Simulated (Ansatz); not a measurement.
# AlHS (triplet): the correlation ladder, cc-pVTZ

Aim: climb from Hartree-Fock through coupled cluster for AlHS (triplet) at one geometry and basis, and see what each rung misses.

Computed with Ansatz 0.2.0, Gaussian basis. Level: cc-pVTZ, core rule «outside noble gas», up to 10 orbitals frozen.

Plan: UHF; CCSD(T) on ROHF; CCSD(T) on UHF; BCCD(T) on ROHF; CCSDT(Q) on ROHF; CCSDT(Q) on UHF.

19 further runs of the same task are left out: 13 for a known fault of the program, 6 set aside as unsound or not needed.

## (1) What is computed

The geometry is a PBE0/def2-TZVP stationary point (not a proven minimum).

3 atoms, charge 0, spin multiplicity 3.

Atoms are counted from 1 here; the program's logs count them from 0.

Bond lengths: Al1–S2 2.185 Å, S2–H3 1.348 Å. Angles: Al1–S2–H3 99.2°.

Geometry (Å):

```
Al    0.0000    0.0322    1.2065
S     0.0000   -0.0665   -0.9759
H     0.0000    1.2530   -1.2512
```

## (2) UHF

File in.yaml:

```yaml
crystal:
  periodic: [false, false, false]
  atoms:
    - {symbol: Al, position_ang: [0.000000, 0.032224, 1.206475]}
    - {symbol: S, position_ang: [0.000000, -0.066502, -0.975876]}
    - {symbol: H, position_ang: [0.000000, 1.252993, -1.251158]}
basis:
  gaussian: {orbitals: cc-pVTZ}
magnetization: {spin_polarized: true, initial_magnetization: 2}
hamiltonian: {xc: hf}
output: {orbitals: {seedname: orbitals}}
```

Started as:

```bash
ansatz run in.yaml --threads 1 --pin off --events-out ev --progress --plain --max-ram 4096MiB --backend cpu
```

The runs that follow: CCSD(T) on ROHF; CCSD(T) on UHF; BCCD(T) on ROHF; CCSDT(Q) on ROHF; CCSDT(Q) on UHF.

**Question.** What will the summary of the whole plan be? Wanted: UCCSDT(Q) below the RHF energy; RMP2 from UCCSDT(Q); UMP2 from UCCSDT(Q); RCCSD from UCCSDT(Q); RCCSD(T) from UCCSDT(Q); UCCSD(T) from UCCSDT(Q); RCCSDT(Q) from UCCSDT(Q); T1 diagnostic.

**Answer**, as computed:

```
                         quantity                      value
   UCCSDT(Q) below the RHF energy                 -6.7856 eV
              RMP2 from UCCSDT(Q)                +1043.3 meV
              UMP2 from UCCSDT(Q)                +1031.5 meV
             RCCSD from UCCSDT(Q)                 +360.6 meV
          RCCSD(T) from UCCSDT(Q)                  +50.6 meV
          UCCSD(T) from UCCSDT(Q)                  +49.0 meV
         RCCSDT(Q) from UCCSDT(Q)                   +2.7 meV
levels within 1 kcal/mol (43 meV)  RCCSDT, UCCSDT, RCCSDT(Q)
                    T1 diagnostic                      0.027
```

RCCSD(T) lands +50.6 meV from the yardstick (0.7 % of the correlation energy). These misses are within one basis, not against nature; the frozen cores of restricted and unrestricted runs differ, which can shift their rows.
